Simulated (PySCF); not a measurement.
C4H4S.
Numbering: `[CH:1]#[C:2][C@@H:3]1[CH2:4][S:5]1` (hydrogens: H6 on C1; H7 on C3; H8, H9 on C4)

Computed geometry: GFN2-xTB, gas phase.

**Question.** Give the optimised bond lengths and angles.

**Answer.** 
| bond | length (pm) |
| --- | --- |
| C1≡C2 | 119.9 |
| C2–C3 | 142.3 |
| C3–C4 | 148.7 |
| C4–S5 | 179.9 |
| C3–S5 | 182.7 |
| C1–H6 | 104.9 |
| C3–H7 | 108.6 |
| C4–H8 | 108.2 |
| C4–H9 | 108.2 |

A selection of angles:
| angle | degrees |
| --- | --- |
| C2–C1–H6 | 178.6 |
| C1–C2–C3 | 177.9 |
| C2–C3–C4 | 119.9 |
| C2–C3–S5 | 117.2 |
| C2–C3–H7 | 114.6 |
| C4–C3–S5 | 64.8 |
| C4–C3–H7 | 117.9 |
| S5–C3–H7 | 113.1 |
| C3–C4–S5 | 66.8 |
| C3–C4–H8 | 117.9 |
| C3–C4–H9 | 118.4 |
| S5–C4–H8 | 115.0 |
| S5–C4–H9 | 115.5 |
| H8–C4–H9 | 114.7 |
| C3–S5–C4 | 48.4 |

Torsions: C2–C3–C4–S5 -108° (anticlinal); C2–C3–S5–C4 112° (anticlinal).

S5 (sulfide sulfur) is bent (angle 48.4°). The 3-membered ring C3–C4–S5 has internal angles of 48.4° to 66.8°. The 2 C–S bonds span 1.799 Å (C4–S5, drawn single) to 1.827 Å (C3–S5, drawn single), a spread of 0.028 Å. The 3 C–C bonds span 1.199 Å (C1≡C2, drawn triple) to 1.487 Å (C3–C4, drawn single), a spread of 0.288 Å.

Point group: C1 (no symmetry element, even within 0.4 Å). Whether it is a minimum is left open (no frequencies).
